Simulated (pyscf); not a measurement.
•HC=S + hydrogen (H₂) -> H₂C=S + H atom (H•), a hydrogen abstraction (doublet surface; H–H broken, C–H formed). Single points on ωB97X-D3(BJ)/def2-SVP structures (PySCF, gas phase). Energies in eV from the separated reactants.

Small-basis levels: PySCF, no dispersion term, spherical d functions. AM1 to PM7: differences of heats of formation from MOPAC, which are fitted to 298 K values and so differ in kind from electronic energies by zero-point and thermal terms. Open shells are spin-unrestricted. 

| level | barrier | reaction energy |
|---|---|---|
| SVWN5/6-31G* | 0.06 | +0.25 |
| BP86/6-31G* | 0.46 | +0.51 |
| B3LYP/6-31G* | 0.61 | +0.45 |
| M06-2X/6-31G* | 0.67 | +0.24 |
| B3LYP/6-311+G** | 0.67 | +0.53 |
| B3LYP/def2-SVP | 0.58 | +0.47 |
| AM1 | 0.97 | +1.02 |
| ωB97M-D3(BJ)/def2-TZVP | 0.77 | +0.41 |

Against the last row the barrier runs from -0.70 (SVWN5/6-31G*) to +0.20 eV (AM1). At SVWN5/6-31G*, BP86/6-31G*, AM1 this geometry lies under one side, so the entry may be no barrier of that level: it is a single point on another level's saddle. ωB97M-D3(BJ)/def2-TZVP has limits of its own. From the product side, H₃C–S• lies, by one bond made or cut, 2.88 eV under this saddle at ωB97M-D3(BJ)/def2-TZVP. This is the saddle that the search found; another between the same sides may lie lower. The angle at the transferred H is 179°.
